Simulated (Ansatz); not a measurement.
in.yaml

```yaml
crystal:
  periodic: [false, false, false]
  atoms:
    - {symbol: C, position_ang: [-0.003976, 0.006685, -0.000020]}
    - {symbol: H, position_ang: [1.075955, 0.020712, -0.000341]}
    - {symbol: H, position_ang: [-0.496779, 0.835199, -0.002460]}
    - {symbol: H, position_ang: [-0.531793, -0.935572, 0.003035]}
basis:
  gaussian: {orbitals: 6-31G}
magnetization: {spin_polarized: true, initial_magnetization: 1}
hamiltonian: {xc: {name: PBE0}}
output: {orbitals: {seedname: orbitals}}
```

```sh
$ ansatz run in.yaml --threads 1 --pin off --events-out ev --progress --plain --max-ram 2393MiB
```

Question: Roughly how long does this take on 1 thread of Arm Neoverse V1, shared host, and how much host memory?

Answer: 0.3 s wall and 0.06 GiB.

```
223 factors; integrals over basis functions are off by at most 2.8e-4 eV
mean field evaluation 1: about -1080.3518 eV, gradient 1.8e1 eV
mean field evaluation 2: about -1080.7941 eV, gradient 1.5e1 eV
mean field evaluation 4: about -1081.9636 eV, gradient 8.2e-2 eV
mean field evaluation 8: about -1081.9559 eV, gradient 1.3e-3 eV
mean field -1081.95590084 eV, -39.7611459799 hartree, gradient 6.9e-6 eV, S^2 0.753591; 0 other end points of the search recorded, 0 dependent functions left out
reference -1081.95591142 eV, -39.7611463687 hartree; 5, 4 occupied and 10, 11 virtual orbitals, 223 factors
Total energy: -1081.95591142 eV, -39.7611463687 hartree
```
